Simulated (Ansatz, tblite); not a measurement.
Forces on the cluster C3⁺ at its r2SCAN-D4/def2-TZVP geometry. The state is a doublet with charge 1.

The xTB rows come from tblite. At PBE0-D4/def2-TZVP the charge 1 doublet is spin-contaminated (final ⟨S²⟩ up to 1.00, 0.75 for a pure state). The structure comes from a short search, and lower isomers may exist.

GFN1-xTB (tblite), largest force 3.88 eV/Å:

```xyz
3
positions Å, forces eV/Å
C    -0.843   -0.214    0.950    2.316   -0.111   -2.347
C     0.765    0.371   -0.928    0.409   -0.031   -0.410
C     0.079   -0.156   -0.022   -2.725    0.143    2.756
```

GFN2-xTB (tblite), largest force 3.58 eV/Å:

```
C 2.442 -0.030 -2.506
C 0.088 -0.180 -0.023
C -2.530 0.210 2.529
```

PBE0-D4/def2-TZVP (Ansatz), largest force 0.74 eV/Å:

```
C -0.029 -0.020 0.038
C -0.368 -0.307 0.495
C 0.397 0.327 -0.532
```
